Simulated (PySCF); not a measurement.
fluorine cation (F2), SMILES FF (connectivity only; charge and spin as stated), charge +1, multiplicity 2.

Geometry optimised at B3LYP-D3(BJ)/def2-TZVPD. The spin state was assumed, not searched.

All values below come from B3LYP-D3(BJ)/def2-TZVPD in PySCF 2.14.0.

Harmonic, unscaled wavenumbers; measured fundamentals usually lie a few per cent lower.

Question: Estimate the vibrational spectrum. (Estimate from the structure and the level; the computed values follow.)

Answer: 
```csv
mode,ν (cm⁻¹),IR (km/mol),moving atoms (share of kinetic energy)
1,1234,0.0,F 100 %
```
